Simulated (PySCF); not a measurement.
**Löwdin shares of the frontier orbitals**

C4H5NO.
SMILES with atom numbers: `[CH2:1]=[CH:2]/[CH:3]=[N:4]\[CH:5]=[O:6]` (hydrogens: H7, H8 on C1; H9 on C2; H10 on C3; H11 on C5)

Computed with TDDFT B3LYP/def2-SVPD, vertical, gas phase, core orbitals frozen in the response (PySCF 2.14.0, density-fitted response routines). Isolated species at its PBE0-D3(BJ)/def2-SVP geometry (one conformer only). Torsions of this conformer, `[CH2:1]=[CH:2]/[CH:3]=[N:4]\[CH:5]=[O:6]`: C1–C2–C3–N4 -178°, C3–N4–C5–O6 -72°.

Kohn–Sham orbitals with the atoms that hold most of them (Löwdin shares over 4%, at most four atoms; ? is withheld):

```csv
orbital,ε (eV),atoms
HOMO-3,-10.41,"C3 27%, N4 22%, C2 18%, O6 9%"
HOMO-2,-8.38,"O6 35%, N4 33%, C5 13%, C3 8%"
HOMO-1,-8.11,?
HOMO,-7.36,?
LUMO,-2.37,"C1 26%, N4 23%, C3 20%, C2 14%"
LUMO+1,-0.74,"C5 36%, O6 27%, N4 13%, H11 6%"
LUMO+2,0.43,"C1 32%, H8 16%, C3 12%, H7 11%"
```

Give the leading atoms of the HOMO.

O6 (bonded to C) 51%; N4 (bonded to 2 C) 22%; C5 (bonded to N, O and H) 12%; H11 (bonded to C) 5%.

Give the leading atoms of the HOMO-1.

C1 (bonded to C and 2 H) 29%; C2 (bonded to 2 C and H) 25%; N4 (bonded to 2 C) 21%; C3 (bonded to C, N and H) 9%. By element: carbon 64% or more, nitrogen 21%.

How does S1 compare with the orbital gap of 4.98 eV?

S1 is at 3.81 eV (f = 0.0022), 1.17 eV below the gap, made of HOMO→LUMO (96%). Without the coupling terms of the response equations the lowest excitation would equal the gap.

One configuration dominates each of S1 and S4. Which, and how do the shares of the two leading atoms of either orbital change from the occupied to the empty one?

- S1 (3.81 eV, f 0.0022), HOMO→LUMO (96%): O6 51% → at most 15%, N4 22% → 23%, C1 at most 6% → 26%
- S4 (5.80 eV, f 0.479), HOMO-1→LUMO (80%): C1 29% → 26%, C2 25% → 14%, N4 21% → 23%

Löwdin shares depend on the basis, the more so with diffuse functions.
